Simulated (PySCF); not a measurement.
# CH4ClMg−, a complex of two parts: interaction energy

The task here is to estimate one member of a computed series from the others.

Programs: PySCF 2.14.0. All values are calculated, for the isolated system unless a continuum is named. Atoms count from 0, parts from 1.

## Starting point

7 atoms, charge -1, multiplicity 1; geometry: GFN2-xTB. Parts: 1 = atoms 0–5, `[CH3][Mg][Cl]`, charge 0; 2 = atom 6, `[H-]`, charge -1.

Set-up of the first run:

Job settings and geometry (Å):

```
{"job": {"xc": "PBE0", "basis": "def2-SVPD", "d3": "d3bj", "grid": 2, "kind": "geom", "shake": 0.01}, "charge": -1, "multiplicity": 1, "parts": [{"atoms": "0-5", "charge": 0, "multiplicity": 1}, {"atoms": "6-6", "charge": -1, "multiplicity": 1}]}
C      0.714050     0.595694    -0.134437
Mg    -0.903506    -0.791594    -0.499129
Cl    -1.742320    -2.125539     1.221389
H      0.400959     1.635102    -0.415433
H      1.548931     0.405680    -0.800378
H      1.094334     0.705963     0.871764
H     -1.627524    -0.978378    -2.036267
```

Run with:

```
$ OMP_NUM_THREADS=1 python cluster_run.py task.json out
```

This one command runs all jobs of the session in turn.

Steps of the session up to this table: Optimising the geometry at PBE0-D3(BJ)/def2-SVPD; Coupled-cluster interaction energy: CCSD(T) and MP2.

One of the session's tables, all rows but one given; the rest of the session is left out.

It belongs to the step «Coupled-cluster interaction energy: CCSD(T) and MP2». 

```
                 method  interaction energy (kcal/mol)
         HF/aug-cc-pVDZ                         -88.25
        MP2/aug-cc-pVDZ                         -87.24
       CCSD/aug-cc-pVDZ                         -85.08
    CCSD(T)/aug-cc-pVDZ                         -84.96
         HF/aug-cc-pVTZ                         -88.27
        MP2/aug-cc-pVTZ                         -88.65
    SCS-MP2/aug-cc-pVTZ                              ?
      MP2, extrapolated                         -89.23
CCSD(T), limit estimate                         -86.95
```

Q: Estimate the row for SCS-MP2/aug-cc-pVTZ from the others.

**Answer.** interaction energy (kcal/mol): -87.75. In the column «interaction energy (kcal/mol)» it lies between HF/aug-cc-pVDZ (-88.25) and MP2/aug-cc-pVDZ (-87.24).

In this run the core of Mg (2s2p) is correlated, in a basis without core functions; only the other cores are frozen.

Caveats from the session: The interaction energy leaves out the deformation of the parts, 19.12 kcal/mol at MP2. So large a deformation means that a part is far from its own minimum, so a sum across the two methods would be rough.
